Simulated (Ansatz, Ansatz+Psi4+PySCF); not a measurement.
| atom | x (Å) | y (Å) | z (Å) |
| --- | --- | --- | --- |
| O | -1.4561 | -0.1570 | 0.0000 |
| H | -1.9051 | 0.6936 | 0.0000 |
| H | -0.5160 | 0.0878 | 0.0000 |
| O | 1.3735 | 0.1618 | 0.0000 |
| H | 1.5409 | -0.4099 | -0.7584 |
| H | 1.5409 | -0.4099 | 0.7584 |

Basis set: cc-pVTZ (spherical functions). Frozen core: 2 orbitals. Charge 0, multiplicity 1.

Computed with Ansatz (development build ahead of 0.2.0); each method stands on the lowest determinant of its kind that the runs found. Restricted open shells among the atoms or ions are ROHF, correlated in semicanonical orbitals with singles.

The atomization energy at this shape (free ground-state atoms in the same class of orbitals less the molecule, no zero-point energy) of singlet H4O2:

| method | atomization energy |
| --- | --- |
| RHF | 13.84 eV |

(1) What does RHF-MP2 give?

Answers

(1) 20.06 eV.
